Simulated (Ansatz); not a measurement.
# CH5Al+ (quartet): from Hartree-Fock to the top rungs, cc-pVTZ

How much of the correlation energy of CH5Al+ (quartet) does each wave-function method recover here?

Method: cc-pVTZ, core rule «outside noble gas», up to 6 orbitals frozen; program: Ansatz 0.2.0, Gaussian basis.

The runs, in order: UHF; CCSD(T) on ROHF; CCSD(T) on UHF; BCCD(T) on ROHF; CCSDT(Q) on ROHF; CCSDT(Q) on UHF.

6 further runs of the same task are left out: 6 set aside as unsound or not needed.

## 1. The geometry

The geometry is a PBE0/def2-TZVP stationary point (not a proven minimum) of the parent state, kept for this charge and spin.

7 atoms, charge 1, spin multiplicity 4.

Atoms are counted from 1 here; the program's logs count them from 0.

Bond lengths: Al1–C2 2.244 Å, Al1–H3 1.654 Å, Al1–H4 1.602 Å, C2–H5 1.093 Å, C2–H6 1.083 Å, C2–H7 1.083 Å. Angles: C2–Al1–H3 69.3°, C2–Al1–H4 106.1°, H3–Al1–H4 115.8°, Al1–C2–H5 87.2°, Al1–C2–H6 108.7°, Al1–C2–H7 110.0°, H5–C2–H6 115.7°, H5–C2–H7 115.2°, H6–C2–H7 116.0°.

## 2. UHF

File in.yaml:

```yaml
crystal:
  periodic: [false, false, false]
  atoms:
    - {symbol: Al, position_ang: [-0.075561, 0.043982, 0.780641]}
    - {symbol: C, position_ang: [0.033843, -0.074052, -1.457524]}
    - {symbol: H, position_ang: [0.785360, 1.318208, 0.170521]}
    - {symbol: H, position_ang: [0.792780, -1.184102, 1.332093]}
    - {symbol: H, position_ang: [-0.461553, -1.044708, -1.377941]}
    - {symbol: H, position_ang: [-0.564953, 0.725006, -1.876418]}
    - {symbol: H, position_ang: [1.067775, -0.109341, -1.777245]}
basis:
  gaussian: {orbitals: cc-pVTZ}
total_charge: 1
magnetization: {spin_polarized: true, initial_magnetization: 3}
hamiltonian: {xc: hf}
output: {orbitals: {seedname: orbitals}}
```

Command:

```sh
ansatz run in.yaml --threads 1 --pin off --events-out ev --progress --plain --max-ram 4096MiB --backend cpu
```

The runs that follow: CCSD(T) on ROHF; CCSD(T) on UHF; BCCD(T) on ROHF; CCSDT(Q) on ROHF; CCSDT(Q) on UHF.

Before running them: what should the planned runs give, taken together? Wanted: UCCSDT(Q) below the RHF energy; RMP2 from UCCSDT(Q); UMP2 from UCCSDT(Q); RCCSD from UCCSDT(Q); RCCSD(T) from UCCSDT(Q); UCCSD(T) from UCCSDT(Q); RCCSDT(Q) from UCCSDT(Q); T1 diagnostic.

As calculated:

| quantity | value |
| --- | --- |
| UCCSDT(Q) below the RHF energy | -7.3553 eV |
| RMP2 from UCCSDT(Q) | +1287.8 meV |
| UMP2 from UCCSDT(Q) | +1293.4 meV |
| RCCSD from UCCSDT(Q) | +289.4 meV |
| RCCSD(T) from UCCSDT(Q) | +41.6 meV |
| UCCSD(T) from UCCSDT(Q) | +42.9 meV |
| RCCSDT(Q) from UCCSDT(Q) | +3.1 meV |
| levels within 1 kcal/mol (43 meV) | RCCSD(T), UCCSD(T), RCCSDT, UCCSDT, RCCSDT(Q) |
| T1 diagnostic | 0.052 |

**Reading.** RCCSD(T) lands +41.6 meV from the yardstick (0.6 % of the correlation energy). Coupled cluster took another determinant than the lowest Hartree-Fock one. These misses are within one basis, not against nature; the frozen cores of restricted and unrestricted runs differ, which can shift their rows.
